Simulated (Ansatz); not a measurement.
# ClFSi: the cost of one run

Method: def2-TZVPP, core rule «outside noble gas», up to 11 orbitals frozen; program: Ansatz 0.2.0, Gaussian basis.

To be run: UHF; ROHF; CCSD(T) on UHF.

2 further runs of the same task are left out: 2 set aside as unsound or not needed.

## (1) What is computed

The geometry is a PBE0/def2-TZVP stationary point (not a proven minimum) of the parent state, kept for this charge and spin.

3 atoms, charge 1, spin multiplicity 4.

Atoms are counted from 1 here; the program's logs count them from 0.

Bond lengths: Cl1–Si2 2.041 Å, Si2–F3 1.602 Å. Angles: Cl1–Si2–F3 116.3°.

## (2) UHF

File in.yaml:

```yaml
crystal:
  periodic: [false, false, false]
  atoms:
    - {symbol: Cl, position_ang: [0.000000, -0.165216, 1.357873]}
    - {symbol: Si, position_ang: [0.000000, 0.563381, -0.548185]}
    - {symbol: F, position_ang: [0.000000, -0.524541, -1.723546]}
basis:
  gaussian: {orbitals: def2-TZVPP}
total_charge: 1
magnetization: {spin_polarized: true, initial_magnetization: 3}
hamiltonian: {xc: hf}
output: {orbitals: {seedname: orbitals}}
```

The run is started by

```bash
> ansatz run in.yaml --threads 1 --pin off --events-out ev --progress --plain --max-ram 4096MiB --backend cpu
```

What time and memory should one allow on 1 thread of AMD EPYC 7R13, shared host?

About 12 s, with a peak of 0.33 GiB.
